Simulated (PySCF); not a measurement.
Species: C5H5N.
SMILES with atom numbers: `[CH3:1][C:2]#[C:3][CH2:4][C:5]#[N:6]` (hydrogens: H7, H8, H9 on C1; H10, H11 on C4)

The same species was optimised twice, with GFN2-xTB and with PBE0-D3(BJ)/def2-SVP (PySCF), and the same property calculations (PySCF, gas phase) were run on both structures.

```
  coordinate  GFN2-xTB  PBE0-D3(BJ)/def2-SVP  change
   C4–C5 (Å)     1.445                 1.465  +0.020
   C5≡N6 (Å)     1.142                 1.156  +0.014
   C2≡C3 (Å)     1.198                 1.210  +0.012
   C1–C2 (Å)     1.445                 1.453  +0.008
   C3–C4 (Å)     1.455                 1.460  +0.005
C3–C4–C5 (°)     109.8                 113.2    +3.4
C2–C3–C4 (°)     178.3                 179.7    +1.4
C1–C2–C3 (°)     179.0                 179.8    +0.8
C4–C5–N6 (°)     179.4                 179.6    +0.2
```

Rotational constants: A = 11970, B = 1606, C = 1441 MHz (GFN2-xTB) against A = 12749, B = 1513, C = 1376 MHz (PBE0-D3(BJ)/def2-SVP).

On the GFN2-xTB structure: HOMO (eV) -7.90 [PBE0/pcSseg-1]; LUMO (eV) 0.50 [PBE0/pcSseg-1]; dipole (D) 4.09 [PBE0/pcSseg-1]; GIAO shielding of C1 (ppm) 182.4 [PBE0/pcSseg-1]; GIAO shielding of C2 (ppm) 99.1 [PBE0/pcSseg-1]; GIAO shielding of C3 (ppm) 113.3 [PBE0/pcSseg-1]; GIAO shielding of C4 (ppm) 177.7 [PBE0/pcSseg-1]; GIAO shielding of C5 (ppm) 67.6 [PBE0/pcSseg-1]; GIAO shielding of N6 (ppm) -31.9 [PBE0/pcSseg-1].

Q: What do these properties become on the PBE0-D3(BJ)/def2-SVP structure?

A: 
```
                                    property          level  on GFN2-xTB  on PBE0-D3(BJ)/def2-SVP  change
                                   HOMO (eV)  PBE0/pcSseg-1        -7.90                    -7.88   +0.02
                                   LUMO (eV)  PBE0/pcSseg-1         0.50                     0.37   -0.13
                                  dipole (D)  PBE0/pcSseg-1         4.09                     4.19   +0.10
energy, GFN2-xTB geometry as zero (kcal/mol)  PBE0/pcSseg-1          0.0                     -0.6    -0.6
                  GIAO shielding of C1 (ppm)  PBE0/pcSseg-1        182.4                    179.9    -2.5
                  GIAO shielding of C2 (ppm)  PBE0/pcSseg-1         99.1                     98.0    -1.1
                  GIAO shielding of C3 (ppm)  PBE0/pcSseg-1        113.3                    112.6    -0.7
                  GIAO shielding of C4 (ppm)  PBE0/pcSseg-1        177.7                    174.5    -3.2
                  GIAO shielding of C5 (ppm)  PBE0/pcSseg-1         67.6                     65.2    -2.4
                  GIAO shielding of N6 (ppm)  PBE0/pcSseg-1        -31.9                    -38.9    -7.0
```

The heavy atoms differ by 0.068 Å rms after alignment. Among bonds between heavy atoms C4–C5 changes most (+0.020 Å). Changes are differences of the printed values. Neither structure is proved a minimum here.
